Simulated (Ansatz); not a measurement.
**SCl₂O₂: up Jacob's ladder to CCSD(T)**

One table from this session's results is given with a row withheld; the runs are named, their logs left out.

Computed with Ansatz 0.2.0, Gaussian basis. Level: functionals in def2-TZVPP, the program's frozen cores in correlated methods.

The runs, in order: LDA (SPW92), PBE-D4, revPBE-D4, BLYP-D4, r2SCAN-D4, B97M-V, PBE0-D4, B3LYP-D4, r2SCANh-D4, r2SCAN0-D4, HSE06-D4, BHLYP-D4, CAM-B3LYP-D4, LC-ωPBE, ωB97X-V, ωB97M-V, B2PLYP, PBE-QIDH; CCSD(T)/def2-SVP; CCSD(T)/def2-TZVPP; MP2/def2-QZVPP; extrapolation to the limit; RPA on PBE.

## Structure used throughout

All runs share one geometry, relaxed beforehand with PBE0-D4 in a triple-zeta def2 set.

SMILES `O=S(=O)(Cl)Cl`, 5 atoms, charge 0, spin multiplicity 1.

Atoms are counted from 1 here; the program's logs count them from 0.

Bond lengths: O1–S2 1.416 Å, S2–O3 1.416 Å, S2–Cl4 2.013 Å, S2–Cl5 2.013 Å. Angles: O1–S2–O3 123.0°, O1–S2–Cl4 107.8°, O1–S2–Cl5 107.8°, O3–S2–Cl4 107.8°, O3–S2–Cl5 107.8°, Cl4–S2–Cl5 100.5°.

The first run:

The input, in.yaml:

```yaml
crystal:
  periodic: [false, false, false]
  atoms:
    - {symbol: O, position_ang: [0.866136, 0.300277, -1.246644]}
    - {symbol: S, position_ang: [-0.068541, 0.126818, -0.197772]}
    - {symbol: O, position_ang: [-1.381696, 0.653687, -0.241049]}
    - {symbol: Cl, position_ang: [-0.209637, -1.845229, 0.179877]}
    - {symbol: Cl, position_ang: [0.793728, 0.764446, 1.505577]}
basis:
  gaussian: {orbitals: def2-TZVPP}
hamiltonian: {xc: lda}
output: {orbitals: {seedname: orbitals}}
```

Steps of the session up to this table: LDA; PBE-D4 (GGA); revPBE-D4 (GGA); BLYP-D4 (GGA); r2SCAN-D4 (meta-GGA); B97M-V (meta-GGA); PBE0-D4 (hybrid); B3LYP-D4 (hybrid); r2SCANh-D4 (hybrid); r2SCAN0-D4 (hybrid); HSE06-D4 (hybrid); BHLYP-D4 (hybrid); CAM-B3LYP-D4 (range-separated); LC-ωPBE (range-separated); ωB97X-V (range-separated); ωB97M-V (range-separated); B2PLYP (double hybrid); PBE-QIDH (double hybrid).

One of the session's tables, all rows but one given; the rest of the session is left out.

It belongs to the step «Orbital energies across the functionals». 

```
  functional  HOMO (eV)  LUMO (eV)  gap (eV)
 LDA (SPW92)      -8.47      -4.08      4.39
      PBE-D4      -8.27      -3.81      4.45
   revPBE-D4      -8.19      -3.71      4.49
     BLYP-D4      -8.12      -3.75      4.38
   r2SCAN-D4      -8.67      -3.72      4.95
      B97M-V      -8.75      -3.57      5.18
     PBE0-D4          ?          ?         ?
    B3LYP-D4      -9.57      -3.19      6.39
  r2SCANh-D4      -9.26      -3.37      5.88
  r2SCAN0-D4     -10.14      -2.85      7.29
    HSE06-D4      -9.46      -3.28      6.18
    BHLYP-D4     -11.35      -1.87      9.48
CAM-B3LYP-D4     -11.29      -1.81      9.47
     LC-ωPBE     -12.68      -0.55     12.13
     ωB97X-V     -12.30      -0.63     11.67
     ωB97M-V     -12.17      -0.73     11.44
```

**Question.** Estimate the row for PBE0-D4.

As computed: HOMO (eV): -9.87; LUMO (eV): -2.89; gap (eV): 6.97. In the column «HOMO (eV)» it lies between r2SCAN0-D4 (-10.14) and B3LYP-D4 (-9.57).
